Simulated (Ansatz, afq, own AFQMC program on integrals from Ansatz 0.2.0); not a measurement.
## HfCl⁺, triplet: AFQMC among the cluster methods

```xyz
2

Hf    0.0000    0.0000    0.0000
Cl    0.0000    0.0000    2.3043
```

Basis def2-SVP with its core potentials. Only valence electrons are correlated. Integrals, coupled cluster, full CI and functionals: Ansatz 0.2.0; the random walks run on the same integrals in our own AFQMC program. The CISD trial takes its coefficients from CCSD amplitudes. Released means that phaseless walkers are propagated on without the constraint, phases kept. ± is one standard error of the sampling. No spin–orbit coupling. The metal's outer-core s and p shells are frozen, which shifts wave-function levels against functionals.

Determinant: UHF, the one that the program's search chose, which needn't be the lowest solution. The geometry is a PBE0/def2-TZVP stationary point of this or a neighbouring charge and spin state.

No full CI on the walks' own integrals is used here; CCSDT(Q) serves as the reference and is uncertain by about the last step of the cluster series.

Cautions: no spin-orbit coupling; outer-core shells of the metal frozen; another spin lies lower (by 93 meV).

- T1 diagnostic: 0.0222
- weight of the determinant in the CISD state: 0.915
- ⟨S²⟩ of the determinant: 2.006
- size of the correlated space: 10 electrons in 41 orbitals

| level | correlation energy (eV) |
| --- | --- |
| MP2 | -4.4805 |
| CCSD | -4.8572 |
| CCSD(T) | -5.0274 |

Task: Estimate where AFQMC with the constraint released lies against CCSD(T) on the same integrals.

Result: 2.6 ± 0.5 kJ/mol below CCSD(T).

Reference: CCSDT(Q), correlation energy -5.058 eV. The released energy is read at 3.00 1/Eh, later times being too noisy (meV from the phaseless value at times in 1/Eh: -7 ± 3 at 0.60, -5 ± 3 at 1.20, -7 ± 4 at 2.00, -5 ± 5 at 3.00, -9 ± 11 at 4.20).

| level | E − E(reference) (kJ/mol) | share of correlation (%) |
| --- | --- | --- |
| CCSD(T) | 3.0 | 99.39 |
| CCSDT | 1.5 | 99.69 |
| ph-AFQMC/HF | -10.7 ± 2.4 | 102.19 |
| ph-AFQMC/CISD | 0.8 ± 0.4 | 99.83 |
| released AFQMC | 0.4 ± 0.5 | 99.93 |

A walk keeps the symmetry of its determinant, which the program's search chose and which needn't be the lowest solution, so a lower state of the same spin and another symmetry isn't excluded. Released energies are given only where the last usable release times agree within the noise; a slower fall can still hide under it.
